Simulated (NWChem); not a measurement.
System: allene (C$_{3}$H$_{4}$); SMILES C(=C)=C

```xyz
7

C      0.0000     0.0000     1.3165
C      0.0000     0.0000     0.0000
C      0.0000     0.0000    -1.3165
H     -0.6663     0.6663     1.8909
H      0.6663    -0.6663     1.8909
H     -0.6663    -0.6663    -1.8909
H      0.6663     0.6663    -1.8909
```
Atoms are numbered in this order, from 1.

All runs: NWChem. Coordinates come from a PBE-D3(BJ)/def2-SVP optimisation. Level: M06-2X/def2-SVP with SMD (1 M gas to 1 M solution), gas-phase geometry.

```csv
solvent,dielectric constant,solvation free energy (kcal/mol),cavity-dispersion-structure term (kcal/mol)
water,78.4,…,…
dimethyl sulfoxide,46.8,-0.8,2.0
ethyl acetate,5.99,-2.0,0.3
acetone,20.5,-2.2,0.5
acetonitrile,35.7,-2.2,0.6
cyclohexanone,15.6,-1.7,1.0
```

Question: What belongs in the gaps?

Answer: 
- water, solvation free energy (kcal/mol): 0.9
- water, cavity-dispersion-structure term (kcal/mol): 3.7
